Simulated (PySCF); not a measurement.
# Mayer bond orders and bond lengths

C₃H₅FS.
SMILES with atom numbers: `[CH2:1]=[CH:2][S:3][CH2:4][F:5]` (hydrogens: H6, H7 on C1; H8 on C2; H9, H10 on C4)

Cartesian coordinates in Å at the GFN2-xTB level; atoms count from 1:
```
atom  x, y, z in Å
C1     1.4222    0.0700    0.3740
C2     0.9885   -0.8487   -0.4696
S3    -0.6524   -1.0777   -1.0554
C4    -1.5082    0.4142   -0.4778
F5    -1.7447    0.4009    0.8624
H6     0.7854    0.8065    0.8314
H7     2.4614    0.1037    0.6513
H8     1.6346   -1.6001   -0.8965
H9    -0.9046    1.2964   -0.7063
H10   -2.4733    0.4394   -0.9890
```

Bond orders from the PBE0/pcSseg-1 density (PySCF). Geometry: GFN2-xTB, one conformer, isolated molecule.

Problem. How far do the computed orders between heavy atoms stray from the drawn ones?

Solution. The largest departure is 0.108, at C4–F5 (drawn single, 0.892).

Problem. Give the Mayer order of every bond, beside its length.

Solution. 
```json
{"bond": "C1–C2", "drawn as": "double", "length (Å)": "1.321", "Mayer order": "1.917"}
{"bond": "C2–S3", "drawn as": "single", "length (Å)": "1.757", "Mayer order": "1.051"}
{"bond": "S3–C4", "drawn as": "single", "length (Å)": "1.814", "Mayer order": "1.038"}
{"bond": "C4–F5", "drawn as": "single", "length (Å)": "1.361", "Mayer order": "0.892"}
{"bond": "C1–H6", "drawn as": "single", "length (Å)": "1.076", "Mayer order": "0.944"}
{"bond": "C1–H7", "drawn as": "single", "length (Å)": "1.076", "Mayer order": "0.947"}
{"bond": "C2–H8", "drawn as": "single", "length (Å)": "1.079", "Mayer order": "0.936"}
{"bond": "C4–H9", "drawn as": "single", "length (Å)": "1.093", "Mayer order": "0.928"}
{"bond": "C4–H10", "drawn as": "single", "length (Å)": "1.092", "Mayer order": "0.946"}
```

Problem. Sum the orders of all bonds at each heavy atom with more than one neighbour and set the sums beside the valence in the SMILES.

Solution. C1 3.808 (drawn 4), C2 3.904 (drawn 4), S3 2.089 (drawn 2), C4 3.804 (drawn 4). Orders between atoms that aren't bonded are not in these sums.

The Mayer order sums products of elements of PS (density times overlap matrix) between the two atoms' basis functions, so it depends on the basis set.
